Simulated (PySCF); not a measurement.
PySCF input (M06-2X/def2-TZVPD):

```python
from pyscf import gto, scf, dft

mol = gto.M(
    atom='''
    C    -0.00226556    0.74468015   -0.37592749
    O     0.04576652    0.09443684    0.82068210
    C     0.04828699   -0.69904179   -0.41916867
    H    -0.78219807    1.46229338   -0.61082909
    H    -0.84845617   -1.29597784   -0.55285518
    H     0.98839347   -1.19564042   -0.63119565
    ''',
    basis='def2-tzvpd',
    charge=0,
    spin=1,
    verbose=4,
)

mf = dft.UKS(mol, xc='m062x').density_fit(auxbasis='def2-universal-jkfit')
mf.grids.level = 4
mf.conv_tol = 1e-9
mf.max_cycle = 100
mf.max_memory = 1500
mf.kernel()
if not mf.converged:
    mf = mf.newton()
    mf.kernel(mf.make_rdm1())
for _ in range(2):
    mo, _, stable, _ = mf.stability(return_status=True)
    if stable:
        break
    mf.kernel(mf.make_rdm1(mo, mf.mo_occ))
mf.analyze()
```

End of the output:

```
Extra cycle  E= -153.110927298667  delta_E= -5e-11  |g|= 3.01e-06  |ddm|= 1.56e-05
converged SCF energy = -153.110927298667  <S^2> = 0.75459046  2S+1 = 2.0045852
uhf_internal: lowest eigs of H = [0.35183328 0.37979638 0.41452979]
<class 'pyscf.df.df_jk.DFUKS'> wavefunction is stable in the internal stability analysis
**** SCF Summaries ****
Total Energy =                        -153.110927298667093
Nuclear Repulsion Energy =              68.649649874710079
One-electron Energy =                 -343.051428923790240
Two-electron Energy =                  121.290851750413054
Two-electron Coulomb Energy =          141.728083840661299
DFT Exchange-Correlation Energy =      -20.437232090248237
HOMO-LUMO gap [eV] =                     6.776456515984814
**** MO energy ****
                             alpha | beta                alpha | beta
MO #1   energy= -19.6742889502111  | -19.6703128263018  occ= 1 | 1
MO #2   energy= -10.6069954776199  | -10.605108409194   occ= 1 | 1
MO #3   energy= -10.6048903171841  | -10.5982688464285  occ= 1 | 1
MO #4   energy= -1.22902219388394  | -1.21583527088621  occ= 1 | 1
MO #5   energy= -0.787482462383394 | -0.777782596778977 occ= 1 | 1
MO #6   energy= -0.718732053997492 | -0.693016052519301 occ= 1 | 1
MO #7   energy= -0.601832994687367 | -0.584447973969365 occ= 1 | 1
MO #8   energy= -0.568131674148493 | -0.547870265354927 occ= 1 | 1
MO #9   energy= -0.488387954073744 | -0.479367614501943 occ= 1 | 1
MO #10  energy= -0.422579221884394 | -0.397715136274613 occ= 1 | 1
MO #11  energy= -0.402354025585808 | -0.384313414898077 occ= 1 | 1
MO #12  energy= -0.27556836553326  | -0.0265381797498456 occ= 1 | 0
MO #13  energy= 0.0229309233494169 | 0.0209363055396246 occ= 0 | 0
MO #14  energy= 0.0401352277514908 | 0.0403534005086766 occ= 0 | 0
MO #15  energy= 0.0510339272426006 | 0.0496053436861879 occ= 0 | 0
MO #16  energy= 0.0614954599975373 | 0.0594263111351607 occ= 0 | 0
MO #17  energy= 0.0900942173080097 | 0.089630177440558  occ= 0 | 0
MO #18  energy= 0.102942222703514  | 0.0991902739624376 occ= 0 | 0
MO #19  energy= 0.119909154434091  | 0.120193386948624  occ= 0 | 0
MO #20  energy= 0.130801964681474  | 0.129670249762173  occ= 0 | 0
MO #21  energy= 0.140663342097144  | 0.142382887644351  occ= 0 | 0
MO #22  energy= 0.1612291688147    | 0.157318137433319  occ= 0 | 0
MO #23  energy= 0.18145789355275   | 0.178404817556282  occ= 0 | 0
MO #24  energy= 0.20531863749948   | 0.190624293794395  occ= 0 | 0
MO #25  energy= 0.218370402031314  | 0.202584379431976  occ= 0 | 0
MO #26  energy= 0.243474777005527  | 0.234845041445374  occ= 0 | 0
MO #27  energy= 0.250695238775686  | 0.246541781523581  occ= 0 | 0
MO #28  energy= 0.251001033527903  | 0.248436165526185  occ= 0 | 0
MO #29  energy= 0.263169710752691  | 0.25915212907572   occ= 0 | 0
MO #30  energy= 0.272096567487429  | 0.261700107423671  occ= 0 | 0
MO #31  energy= 0.276642763293459  | 0.279737918111059  occ= 0 | 0
MO #32  energy= 0.303254002775977  | 0.290222304078261  occ= 0 | 0
MO #33  energy= 0.304394121847936  | 0.295693717646657  occ= 0 | 0
MO #34  energy= 0.309751520573766  | 0.303890796880326  occ= 0 | 0
MO #35  energy= 0.336610359855079  | 0.326263548329869  occ= 0 | 0
MO #36  energy= 0.341248303556328  | 0.328699258952783  occ= 0 | 0
MO #37  energy= 0.362271054313474  | 0.348689796667936  occ= 0 | 0
MO #38  energy= 0.375947215827101  | 0.371833007608855  occ= 0 | 0
MO #39  energy= 0.387967722464229  | 0.377650671284572  occ= 0 | 0
MO #40  energy= 0.396312317977763  | 0.382607017266597  occ= 0 | 0
MO #41  energy= 0.400377532538242  | 0.395016538232223  occ= 0 | 0
MO #42  energy= 0.427414684004008  | 0.41441966605756   occ= 0 | 0
MO #43  energy= 0.43604971065312   | 0.435571183376351  occ= 0 | 0
MO #44  energy= 0.444830356216392  | 0.440312989905844  occ= 0 | 0
MO #45  energy= 0.459775365671222  | 0.453366253558935  occ= 0 | 0
MO #46  energy= 0.494384557309564  | 0.490767198025477  occ= 0 | 0
MO #47  energy= 0.509758008085102  | 0.50375755478071   occ= 0 | 0
MO #48  energy= 0.529382890487422  | 0.521676184988116  occ= 0 | 0
MO #49  energy= 0.576392524288525  | 0.568887695066446  occ= 0 | 0
MO #50  energy= 0.594022080191658  | 0.583308980070166  occ= 0 | 0
MO #51  energy= 0.623488633766256  | 0.616725757744286  occ= 0 | 0
MO #52  energy= 0.624298978285083  | 0.620186304819622  occ= 0 | 0
MO #53  energy= 0.664181123456196  | 0.66146575683446   occ= 0 | 0
MO #54  energy= 0.690624575905897  | 0.683195514047959  occ= 0 | 0
MO #55  energy= 0.716847458283933  | 0.713027438261442  occ= 0 | 0
MO #56  energy= 0.731823186585388  | 0.730053455855048  occ= 0 | 0
MO #57  energy= 0.739144464740321  | 0.734141707649756  occ= 0 | 0
MO #58  energy= 0.743109174160863  | 0.738469021684056  occ= 0 | 0
MO #59  energy= 0.801000480676105  | 0.792579664405409  occ= 0 | 0
MO #60  energy= 0.846030995982394  | 0.844462586975667  occ= 0 | 0
MO #61  energy= 0.851001161979809  | 0.851171283933718  occ= 0 | 0
MO #62  energy= 0.933129575562223  | 0.937153231645507  occ= 0 | 0
MO #63  energy= 0.980867591433448  | 0.984589810768046  occ= 0 | 0
MO #64  energy= 1.01095015276538   | 1.00683045516319   occ= 0 | 0
MO #65  energy= 1.04047650449176   | 1.03963918642861   occ= 0 | 0
MO #66  energy= 1.08292224849127   | 1.08775193496467   occ= 0 | 0
MO #67  energy= 1.11677711196013   | 1.11651256746588   occ= 0 | 0
MO #68  energy= 1.13649400775171   | 1.13684835436892   occ= 0 | 0
MO #69  energy= 1.18161462575048   | 1.17963314056838   occ= 0 | 0
MO #70  energy= 1.20488531973086   | 1.20311351176895   occ= 0 | 0
MO #71  energy= 1.22960490286537   | 1.22831013121457   occ= 0 | 0
MO #72  energy= 1.25997612721151   | 1.25908747710476   occ= 0 | 0
MO #73  energy= 1.3579703787371    | 1.35113347189746   occ= 0 | 0
MO #74  energy= 1.65755891589399   | 1.6691484263899    occ= 0 | 0
MO #75  energy= 1.68448554873395   | 1.69542270486707   occ= 0 | 0
MO #76  energy= 1.70910256892205   | 1.73392543088213   occ= 0 | 0
MO #77  energy= 1.75707202681778   | 1.76584917307926   occ= 0 | 0
MO #78  energy= 1.80040639532051   | 1.80465176119779   occ= 0 | 0
MO #79  energy= 1.82105092933547   | 1.82659018634589   occ= 0 | 0
MO #80  energy= 1.85747856887202   | 1.85813840476875   occ= 0 | 0
MO #81  energy= 1.88091292940507   | 1.88313548815696   occ= 0 | 0
MO #82  energy= 1.94985464832754   | 1.95645482997587   occ= 0 | 0
MO #83  energy= 2.01063585375965   | 2.02084302972322   occ= 0 | 0
MO #84  energy= 2.04181811804406   | 2.04364594592431   occ= 0 | 0
MO #85  energy= 2.09284576739328   | 2.0944148568648    occ= 0 | 0
MO #86  energy= 2.13899098192249   | 2.14887291808186   occ= 0 | 0
MO #87  energy= 2.1747371117022    | 2.17801843026719   occ= 0 | 0
MO #88  energy= 2.24594018229472   | 2.24958038782853   occ= 0 | 0
MO #89  energy= 2.30029813084694   | 2.30526131313095   occ= 0 | 0
MO #90  energy= 2.32571817870837   | 2.32575369491549   occ= 0 | 0
MO #91  energy= 2.37891978951856   | 2.38162563673818   occ= 0 | 0
MO #92  energy= 2.43578270950176   | 2.44040276558924   occ= 0 | 0
MO #93  energy= 2.54972528935444   | 2.5511187576752    occ= 0 | 0
MO #94  energy= 2.55807335224394   | 2.56703068740173   occ= 0 | 0
MO #95  energy= 2.61427211827009   | 2.62656732074889   occ= 0 | 0
MO #96  energy= 2.67890747992224   | 2.68408929427205   occ= 0 | 0
MO #97  energy= 2.74852633152331   | 2.75666702167593   occ= 0 | 0
MO #98  energy= 2.76147993959973   | 2.76750615942131   occ= 0 | 0
MO #99  energy= 2.78948552267581   | 2.80857932756695   occ= 0 | 0
MO #100 energy= 2.81025239003045   | 2.82274831632615   occ= 0 | 0
MO #101 energy= 2.84524115431745   | 2.85790404180513   occ= 0 | 0
MO #102 energy= 2.95395518735593   | 2.96966341858688   occ= 0 | 0
MO #103 energy= 3.01977395102386   | 3.04087947552499   occ= 0 | 0
MO #104 energy= 3.09550067730385   | 3.12621418115968   occ= 0 | 0
[...]
```

It need not be the lowest isomer of its formula.
